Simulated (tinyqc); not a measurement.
Inside a calculation. Method: Hueckel theory of the pi electrons with the omega technique, for the molecule C=CC1=CC1=C (SMILES; centres numbered as the heavy atoms are written). One step of it, computed by the program tinyqc.

Question. Omega technique, round 1. h_r = h_r(0) + omega q_r, omega = 1, with q_r = z_r - P_rr.

Hueckel matrix in units of beta (H = alpha + beta A), order 1C, 2C, 3C, 4C, 5C, 6C:
```
[[0.000000, 1.000000, 0.000000, 0.000000, 0.000000, 0.000000],
 [1.000000, 0.000000, 1.000000, 0.000000, 0.000000, 0.000000],
 [0.000000, 1.000000, 0.000000, 1.000000, 1.000000, 0.000000],
 [0.000000, 0.000000, 1.000000, 0.000000, 1.000000, 0.000000],
 [0.000000, 0.000000, 1.000000, 1.000000, 0.000000, 1.000000],
 [0.000000, 0.000000, 0.000000, 0.000000, 1.000000, 0.000000]]
```

charge and bond-order matrix P, order 1C, 2C, 3C, 4C, 5C, 6C:
```
[[0.951180, 0.893436, 0.071222, -0.360764, -0.099983, 0.232741],
 [0.893436, 1.022403, 0.432689, -0.028761, -0.056801, -0.099983],
 [0.071222, 0.432689, 0.865619, 0.736652, 0.403928, -0.289542],
 [-0.360764, -0.028761, 0.736652, 0.822437, 0.475871, -0.261502],
 [-0.099983, -0.056801, 0.403928, 0.475871, 0.893659, 0.765413],
 [0.232741, -0.099983, -0.289542, -0.261502, 0.765413, 1.444702]]
```

Centres:
```
centre  z_r, pi electrons of the neutral centre         h
1C                                            1  0.000000
2C                                            1  0.000000
3C                                            1  0.000000
4C                                            1  0.000000
5C                                            1  0.000000
6C                                            1  0.000000
```

Give: matrix after round 1.

Answer.

matrix after round 1, order 1C, 2C, 3C, 4C, 5C, 6C:
```
[[0.0488, 1.0000, 0.0000, 0.0000, 0.0000, 0.0000],
 [1.0000, -0.0224, 1.0000, 0.0000, 0.0000, 0.0000],
 [0.0000, 1.0000, 0.1344, 1.0000, 1.0000, 0.0000],
 [0.0000, 0.0000, 1.0000, 0.1776, 1.0000, 0.0000],
 [0.0000, 0.0000, 1.0000, 1.0000, 0.1063, 1.0000],
 [0.0000, 0.0000, 0.0000, 0.0000, 1.0000, -0.4447]]
```
